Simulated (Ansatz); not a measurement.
**Two structures, one formula**

Two relaxed structures of CH₂BN, singlet (PBE0-D4/def2-TZVP; forces vanish, vibrations not checked).

A:

```
5
angstrom
B -0.7327 0.5751 -0.7476
C 0.0301 -0.2195 0.0836
N 0.6404 -1.0273 0.7952
H -1.3585 1.2768 -1.4431
H 1.4207 -0.6051 1.3118
```

B:

```json
{"atom": "B1", "x (Å)": "-0.6873", "y (Å)": "0.5696", "z (Å)": "-0.7094"}
{"atom": "C2", "x (Å)": "0.6065", "y (Å)": "-1.0514", "z (Å)": "0.7743"}
{"atom": "N3", "x (Å)": "0.0031", "y (Å)": "-0.1785", "z (Å)": "0.0507"}
{"atom": "H4", "x (Å)": "-1.3391", "y (Å)": "1.2345", "z (Å)": "-1.4159"}
{"atom": "H5", "x (Å)": "1.4421", "y (Å)": "-0.5605", "z (Å)": "1.3171"}
```

Computed with Ansatz 0.2.0 (basis: def2-TZVPP); correlated methods freeze the cores. B3LYP uses VWN-RPA correlation.

Question: Which structure is lower at CCSD(T), and by how much? (Judge from chemistry; the value comes from the calculation.)

Answer: By the calculation: B, by 3.45 kcal/mol (electronic energy, against the other). By their contacts, A is CH₂BN ([BH][C][NH]) and B is CH₂BN ([BH][N][CH]).

All methods give the same order:

```tsv
method	E(B) − E(A) (kcal/mol)
PBE-D4	-3.33
r2SCAN-D4	-4.14
PBE0-D4	-3.84
B3LYP-D4	-5.36
wB97M-V	-4.91
HF	-9.71
MP2	-3.14
CCSD	-3.86
CCSD(T)	-3.45
```

T1 diagnostic: at most 0.021. The restricted Hartree–Fock reference is unstable towards an unrestricted one at one or more of these structures.

Labels in which every atom is bracketed show which atoms are joined, not bond orders.

For scale, one of the runs: CCSD(T)/def2-TZVPP, 121 basis functions, launched by `ansatz run in.yaml --threads 2 --pin off --events-out ev --progress --plain --max-ram 4352MiB`. Hardware: 2 CPU threads of an Arm Neoverse V2, shared host. Wall time about 4.3 s.
